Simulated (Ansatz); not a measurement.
# Multireference treatment of C3H5 (charge +1), singlet

Program: Ansatz, Gaussian basis, development build. Basis aug-cc-pVDZ, nonrelativistic, 3 orbitals frozen in the corrections. State-specific CASSCF; RHF is the lowest restricted (open-shell) Hartree–Fock solution met. No symmetry is imposed, so a solution can break that of the shape. No proof that the lowest CASSCF solution was found.

Geometry:

| atom | x (Å) | y (Å) | z (Å) |
| --- | --- | --- | --- |
| C | -0.0232 | 0.5021 | 0.0012 |
| C | 0.0007 | -0.2109 | -1.1831 |
| C | 0.0192 | -0.2155 | 1.1821 |
| H | -0.0735 | 1.5859 | 0.0037 |
| H | 0.2106 | 0.2686 | -2.1361 |
| H | -0.1913 | -1.2820 | -1.1970 |
| H | 0.0039 | 0.2760 | 2.1518 |
| H | 0.0696 | -1.3026 | 1.1764 |

(1) What do CASSCF and its corrections give against RHF in CAS(2,3), and what are the occupations?

(2) How do single-reference totals in the same basis and frozen core stand against SC-NEVPT2 in CAS(2,3)?

(3) Roughly how much CPU time does a whole run from the default start take (median of such runs, summed over threads; nearly all runs on one pinned thread of a shared server, mostly Xeon at 2.3 to 2.6 GHz, by a development driver)?

Answers

(1) CASSCF -0.813 eV, SC-NEVPT2 -10.551 eV; occupations 1.90, 0.08, 0.02.

(2) CCSD(T) -1.329 eV. Coupled cluster stands on the determinant that it favours, which can lie over the RHF solution above, and is in doubt where the occupations are far from 0, 1 and 2.

(3) CAS(2,3): about 6.9 s. Other jobs ran beside these, and the count of passes differs.
